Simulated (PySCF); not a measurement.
C2H2, SMILES C#C.

Geometry optimised at ωB97X-D3(BJ)/def2-TZVPD.

Vertical ionisation energy (IE) and electron affinity (EA) in eV. Rows of orbital energies are one-electron estimates. Where ΔSCF, EOM or ADC give a negative EA the extra electron is unbound and the value depends on the basis.

```tsv
level	IE	EA
−ε(HOMO), −ε(LUMO), PBE0/def2-TZVPD (PySCF)	8.45	-0.73
−ε(HOMO), −ε(LUMO), HF/def2-TZVPD (PySCF)	11.22	-2.01
EOM-CCSD/aug-cc-pVDZ (PySCF)	11.47	-0.87
ADC(2)/aug-cc-pVDZ (PySCF)	11.14	-0.85
```

### Question
Give the lowest 1s main lines (those of the lightest heavy element) from CVS-ADC(2)-x/aug-cc-pVDZ (PySCF, non-relativistic), with pole strengths. (The exact figures need the calculation; the answer reports its results.)

### Answer
292.3 eV (1.49), 292.4 eV (1.49).

### Question
Beyond the first one, list the lowest photoelectron lines from ADC(2)/aug-cc-pVDZ run with PySCF 2.14.0 with their pole strengths (two spins summed). (Estimate from the structure and the level; the computed values follow.)

### Answer
16.52 eV (1.76), 18.47 eV (1.71).
